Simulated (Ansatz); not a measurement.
in.yaml

```yaml
crystal:
  periodic: [false, false, false]
  atoms:
    - {symbol: S, position_ang: [0.000000, -0.039093, 0.008391]}
    - {symbol: H, position_ang: [0.000000, 1.318387, 0.008391]}
    - {symbol: H, position_ang: [0.000000, -0.037550, 1.236391]}
    - {symbol: H, position_ang: [0.000000, -0.037182, -1.511736]}
basis:
  gaussian: {orbitals: aug-cc-pVDZ}
total_charge: 1
magnetization: {spin_polarized: true, initial_magnetization: 2}
hamiltonian: {xc: hf}
output: {forces: true, orbitals: {seedname: orbitals}}
```

```sh
$ ansatz run in.yaml --threads 1 --pin off --events-out ev --progress --plain --max-ram 2393MiB
```

The program prints:

```
533 factors; integrals over basis functions are off by at most 1.2e-3 eV
mean field evaluation 1: about -10851.0468 eV, gradient 9.1e0 eV
mean field evaluation 2: about -10851.0473 eV, gradient 9.1e0 eV
mean field evaluation 4: about -10851.8807 eV, gradient 1.2e0 eV
mean field evaluation 8: about -10851.9070 eV, gradient 7.8e-4 eV
mean field -10851.90697664 eV, -398.8002257049 hartree, gradient 1.7e-5 eV, S^2 2.028240; 0 other end points of the search recorded, 0 dependent functions left out
the calculation of the forces begins
reference -10851.90697664 eV, -398.8002257049 hartree; 10, 8 occupied and 44, 46 virtual orbitals, 533 factors
Total energy: -10851.90697664 eV, -398.8002257049 hartree
Atom 0 at     0.000000    -0.039093     0.008391 Å, force     0.000000     0.394766    -4.067390 eV/Å
Atom 1 at     0.000000     1.318387     0.008391 Å, force    -0.000000    -0.041250    -0.256230 eV/Å
Atom 2 at     0.000000    -0.037550     1.236391 Å, force    -0.000000    -0.319964     6.381274 eV/Å
Atom 3 at     0.000000    -0.037182    -1.511736 Å, force    -0.000000    -0.033552    -2.057654 eV/Å
Dipole moment:     0.000000     0.201746     0.101932 e Å
```

Forces (eV/Å):
```
S    0.000  0.395 -4.067
H    0.000 -0.041 -0.256
H    0.000 -0.320  6.381
H    0.000 -0.034 -2.058
```

Ran on 1 thread of Arm Neoverse V1, shared host: 0.45 s wall, 0.08 GiB peak host memory.
